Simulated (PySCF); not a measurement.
Gas-phase reaction: NH + 2 H = NH3

Method: PySCF energies plus ideal-gas RRHO corrections (1 bar). 'Table' is the NASA 1993 thermochemical table (part measured, part estimated). † marks an energy on the PBE0/def2-TZVP geometry and frequencies; other levels use their own. CCSD(T) freezes the core. 6-31G* has spherical d functions here. Open shells (unrestricted): NH (multiplicity 3), H (multiplicity 2); the rest are closed-shell singlets. B3LYP is the form with VWN-RPA correlation. For this reaction the table lies outside the span of B3LYP, CCSD(T), M06-2X, MP2, PBE0, r2SCAN, ωB97M-V, ωB97X-V in their largest bases here; which side is off was not settled. CCSD(T) isn't extrapolated to the basis-set limit; its ΔH°(298 K) is -774.9 kJ in def2-SVP and -816.7 kJ in def2-TZVPP. The harmonic model lacks anharmonicity and excited electronic states, which grow with temperature; levels with a mode under 35 cm⁻¹ are left out. The table's entry may be an old estimate for NH (not checked at source).

| level | ΔH°(298 K), kJ | minus table | ΔG°(1200 K), kJ |
|---|---|---|---|
| table | -839.0 | - | -555.6 |
| B3LYP/6-31G* | -802.6 | 36.4 | -517.7 |
| CCSD(T)/def2-SVP† | -774.9 | 64.1 | -490.6 |
| CCSD(T)/def2-TZVPP† | -816.7 | 22.3 | -532.4 |
| HF/def2-TZVP† | -559.7 | 279.3 | -275.3 |
| M06-2X/def2-TZVP† | -824.7 | 14.3 | -540.4 |
| PBE/def2-SVP | -818.8 | 20.2 | -534.7 |
| PBE0/def2-QZVP† | -818.2 | 20.8 | -533.9 |
| PBE0/def2-TZVP | -811.2 | 27.8 | -526.9 |
| r2SCAN/def2-TZVP† | -812.1 | 26.9 | -527.8 |
